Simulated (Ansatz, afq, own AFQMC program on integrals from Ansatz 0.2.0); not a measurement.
**Where AFQMC and coupled cluster stand for NaH$_{2}$⁻, singlet**

```xyz
3

Na    0.0000    0.0000    1.6684
H     0.0000    0.0000   -5.4026
H     0.0000    0.0000    3.7342
```

Basis aug-cc-pVDZ. Only valence electrons are correlated. Integrals, coupled cluster, full CI and functionals: Ansatz 0.2.0; the random walks run on the same integrals in our own AFQMC program. The CISD trial takes its coefficients from CCSD amplitudes. Released means that phaseless walkers are propagated on without the constraint, phases kept. ± is one standard error of the sampling.

Determinant: UHF, the one that the program's search chose, which needn't be the lowest solution. The geometry is a point of a scan.

Full CI on the same integrals is exact in this basis and with this determinant's frozen core.

Cautions: higher spins were not checked; an unrestricted solution with more broken spin lies lower (365 meV, ⟨S²⟩ 0.93), while this determinant keeps restricted orbitals; strong correlation (T1 0.047, weight of the determinant 0.89, largest double 0.14).

* T1 diagnostic: 0.0466
* weight of the determinant in the CISD state: 0.891
* ⟨S²⟩ of the determinant: 0.000
* size of the correlated space: 4 electrons in 40 orbitals

Reference: full CI, correlation energy -1.990 eV. The released energy is read at 2.40 1/Eh (meV from the phaseless value at times in 1/Eh: 0.9 ± 1.3 at 0.24, 0.1 ± 1.1 at 0.51, 0.9 ± 0.9 at 0.99, -0.1 ± 0.9 at 1.62, -0.7 ± 0.9 at 2.40).

```tsv
level	E − E(reference) (kJ/mol)	share of correlation (%)
HF	192.0	0.00
MP2	60.2	68.67
CCSD	0.2	99.90
CCSD(T)	0.1	99.96
CCSDT	0.0	100.00
CCSDT(Q)	0.0	100.00
ph-AFQMC/HF	-5.3 ± 2.9	102.77
ph-AFQMC/CISD	0.1 ± 0.1	99.96
released AFQMC	0.0 ± 0.09	99.99
```

CCSDT and higher add their correlation energy to the determinant of the CCSD(T) run, since their own runs factorise the integrals more tightly (a shift of under 2 meV). A walk keeps the symmetry of its determinant, which the program's search chose and which needn't be the lowest solution, so a lower state of the same spin and another symmetry isn't excluded. Released energies are given only where the last usable release times agree within the noise; a slower fall can still hide under it.
